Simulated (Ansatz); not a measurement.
## Relaxing gallium (alpha-Ga (Cmce))

All numbers below come from DFT, PBEsol, plane waves (420 eV) with PAW, scalar-relativistic in Ansatz. The PAW files were generated under PBE, with cores re-solved for the functional.

k-point mesh 8×8×7, Fermi-Dirac smearing 0.1 eV, no spin polarisation. Cell and atoms relax.

Starting structure:

```yaml
crystal:
  lattice:
    - [2.2615, -3.8305, 0.0]
    - [2.2615, 3.8305, 0.0]
    - [0.0, 0.0, 4.524]
  atoms:
    - { symbol: Ga, position: [0.8451, 0.1549, 0.081] }
    - { symbol: Ga, position: [0.6549, 0.3451, 0.581] }
    - { symbol: Ga, position: [0.1549, 0.8451, 0.919] }
    - { symbol: Ga, position: [0.3451, 0.6549, 0.419] }
hamiltonian:
  xc: pbesol
  pseudopotentials:
    kind: paw
    azcp:
      Ga: "pseudopotentials/Ga.paw.azcp"
basis:
  ecutwfc: 420
  fft_grid_basis: typed
kpoints:
  mp_grid: { grid: [8, 8, 7], shift: [0, 0, 0] }
magnetization:
  spin_polarized: false
scf:
  occupations: { method: fermi_dirac, width: 0.1 }
relax:
  max_steps: 60
  f_tol: 0.01
  cell: {}
```

Task: The pressure at the start is -1.5 GPa. By how much does the volume change?

Result: From 19.59 to 19.07 Å³ per atom, -2.7 %. The final cell has a = 4.492 Å, b = 7.589 Å, c = 4.475 Å.

Task: How much energy does the relaxation gain?

Result: 3.3 meV per atom.
